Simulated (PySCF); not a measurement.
CH3NO, SMILES NC=O. Atoms are numbered in the order given.

```xyz
6

N      0.1574    -1.0772     0.0000
C     -0.3841     0.1604     0.0000
O      0.2443     1.1897     0.0000
H      1.1586    -1.1765     0.0000
H     -0.4193    -1.8981     0.0000
H     -1.4909     0.1351     0.0000
```

Coordinates come from a PBE0-D3(BJ)/def2-TZVP optimisation. Other conformers were not sampled.

Level of theory: B3LYP/pcJ-1 (PySCF).

Isotropic couplings with Fermi-contact, spin-dipole and both spin-orbit terms, one fixed conformer, no vibrational averaging. Isotopes: 13C, 14N, 1H.

Question: Estimate the spin–spin coupling constants. (An estimate is asked for; the answer gives what the named calculation found.)

Answer: 
| pair | bonds apart | J (Hz) |
|---|---|---|
| N1–C2 | 1 | 11.6 |
| N1–H4 | 1 | 67.6 |
| N1–H5 | 1 | 68.2 |
| C2–H6 | 1 | 192.6 |
| N1–H6 | 2 | 15.7 |
| C2–H4 | 2 | -1.8 |
| C2–H5 | 2 | 5.7 |
| H4–H5 | 2 | 7.1 |
| H4–H6 | 3 | 14.7 |
| H5–H6 | 3 | 1.0 |
